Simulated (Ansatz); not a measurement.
Rutile MnO₂ was calculated with r²SCAN0 (plane waves, PAW; Ansatz, a first-principles code).

Input file:

Ansatz 0.2 input:
```yaml
crystal:
  lattice:
    - [4.3983, 0.0, 0.0]
    - [0.0, 4.3983, 0.0]
    - [0.0, 0.0, 2.873]
  atoms:
    - { symbol: Mn, position: [0.0, 0.0, 0.0], spin: 3.0 }
    - { symbol: Mn, position: [0.5, 0.5, 0.5], spin: -3.0 }
    - { symbol: O, position: [0.3046466419, 0.3046466419, 0.0], spin: 0.0 }
    - { symbol: O, position: [0.8046466472, 0.1953533528, 0.5], spin: 0.0 }
    - { symbol: O, position: [0.1953533528, 0.8046466472, 0.5], spin: 0.0 }
    - { symbol: O, position: [0.6953533581, 0.6953533581, 0.0], spin: 0.0 }
basis:
  ecutwfc: 520
  ecutrho_ratio: 4
  xc_grid: 3
kpoints:
  mp_grid: { grid: [6, 6, 8] }
hamiltonian:
  xc: r2scan0
  dispersion: none
  pseudopotentials: { kind: paw }
scf:
  occupations: { method: fermi_dirac, width: 0.01 }
  convergence: { dr2_threshold: 0.0000000006 }
output:
  forces: true
  stress: true
  eigenvalues: true
magnetization:
  spin_polarized: true
```

The run printed, among other lines:

```
WARN output.stress: scf.exx.energy_threshold = 1e-6 eV is looser than the 6e-8 eV advised for a stress under a hybrid functional (1e-8 eV for each atom of the …
Crystal: 6 atoms, lattice volume = 55.578 Å³
Basis set: ecut = 520 eV, 1495 PW (Γ), exchange–correlation on 108×108×72 points (27 copies of the dense FFT grid, shifted against one another)
Bands: 36, of which v1, the nominal top of the filled ones, is band 27 counted from 1 (26 counted from 0)
Symmetry: 8 space group operations
Space group: Cmmm (ITA 65), of the structure as read, at distance tolerance 3.8e-5 Å
k-points: 65 of 288
Initial density: superposition of atomic densities (chi_scale 0.1, normalization cell, long waves kept (reshape's long-wave potential 0.00 eV rms))
Functional: x = r2scan, c = r2scan; τ floored in thin density (d = 2e-4 eV/Å³), warm-up for x = 0.75 r2scan + 0.25 exact, c = r2scan; τ floored in thin density (d = 2e-4 eV/Å³)
spin=Collinear: Kerker preconditioning applied to the charge; magnetization (m = ρ↑ − ρ↓) channel mixes plain (no charge-response kernel on spin).
Crystal: 6 atoms, lattice volume = 55.578 Å³
Initial density: handed on by an earlier stage of this run
Functional: x = 0.75 r2scan + 0.25 exact, c = r2scan; τ floored in thin density (d = 2e-4 eV/Å³)
Crystal: 6 atoms, lattice volume = 55.578 Å³
SCF 3 converged in 11 iterations: F = -10078.128129 eV  dr2 = 8.16e-11
Crystal: 6 atoms, lattice volume = 55.578 Å³
SCF 4 converged in 5 iterations: F = -10078.128129 eV  dr2 = 5.62e-11
Magnetization: 0.0000 μB (27.0000 up, 27.0000 down)
Free energy (F): -10078.128129 eV
Internal energy: -10078.128129 eV  (E = F + TS)
E sigma→0 (E₀):  -10078.128129 eV
Fermi energy:    10.020452 eV
--- Forces (eV/Å), atoms counted from 1 ---
  atom   1  Mn     0.00000000     0.00000000     0.00000000
  atom   2  Mn     0.00000000     0.00000000     0.00000000
  atom   3  O      0.18489188     0.18489188     0.00000000
  atom   4  O      0.18489542    -0.18489542     0.00000000
  atom   5  O     -0.18489542     0.18489542     0.00000000
  atom   6  O     -0.18489188    -0.18489188     0.00000000
--- Stress (GPa, compression-positive) ---
       -8.554863       0.000041       0.000000
        0.000041      -8.554863       0.000000
        0.000000       0.000000     -10.086200
  P = ⅓ Tr σ = -9.0653 GPa (-90.653 kbar)
```

The PAW data were made under PBE.

The run is spin-polarised with opposed starting moments, which need not be the measured order.

Note: cell and atoms aren't relaxed at this level (largest force component 0.18 eV/Å, pressure -9.1 GPa).
